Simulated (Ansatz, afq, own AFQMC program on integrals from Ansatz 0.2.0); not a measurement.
## AlBH, doublet: AFQMC among the cluster methods

```json
{"atom": "B", "x (Å)": "0.0000", "y (Å)": "0.0000", "z (Å)": "-1.9182"}
{"atom": "Al", "x (Å)": "0.0000", "y (Å)": "0.0000", "z (Å)": "0.1585"}
{"atom": "H", "x (Å)": "0.0000", "y (Å)": "0.0000", "z (Å)": "1.7597"}
```

Connectivity, by distances: B–AlH.

Basis 6-31G. Noble-gas cores (and the filled d shells of Ga–Kr and In–Xe) are frozen. Ansatz 0.2.0 and our own AFQMC program on the same integrals; the CISD trial comes from CCSD amplitudes, and released means the phaseless constraint is let go. Error bars are statistical, one sigma.

Determinant: ROHF, the one that the program's search chose, which needn't be the lowest solution. The geometry is a point of a scan.

Full CI is exact in this basis; its frozen core comes from its own orbitals, which moves totals by up to a few meV.

Cautions: a spin-contaminated unrestricted determinant lies lower (UHF 582 meV lower, ⟨S²⟩ 1.59); the released energies are still falling, so no released level is given (meV from the phaseless value at times in 1/Eh: -2 ± 3 at 0.24, -6 ± 3 at 0.51, -16 ± 4 at 0.99, -19.4 ± 2.5 at 1.62, -23.1 ± 2.1 at 2.40); CCSDTQ on the UHF determinant differs (723 meV lower), perhaps since the unrestricted series falls towards higher spin; full CI with its own frozen core; a state of higher spin lies lower (by 727 meV).

The T1 diagnostic is 0.0308 and the weight of the determinant in the CISD state is 0.861. The size of the correlated space is 7 electrons in 18 orbitals.

Reference: full CI, correlation energy -2.937 eV. CCSDTQ lies 0.7 meV above full CI, in part by the other frozen core, which shifts every row alike, so rows that close can't be ranked against it.

| level | E − E(reference) (meV) | share of correlation (%) |
| --- | --- | --- |
| HF | 2936.8 | 0.00 |
| MP2 | 1083.4 | 63.11 |
| CCSD | 161.8 | 94.49 |
| CCSD(T) | 59.8 | 97.97 |
| CCSDT | 11.5 | 99.61 |
| CCSDT(Q) | 3.3 | 99.89 |
| CCSDTQ | 0.7 | 99.97 |
| ph-AFQMC/CISD | 39.7 ± 3.6 | 98.65 |

CCSDT and higher add their correlation energy to the determinant of the CCSD(T) run, since their own runs factorise the integrals more tightly (a shift of under 2 meV). A walk keeps the symmetry of its determinant, which the program's search chose and which needn't be the lowest solution, so a lower state of the same spin and another symmetry isn't excluded.
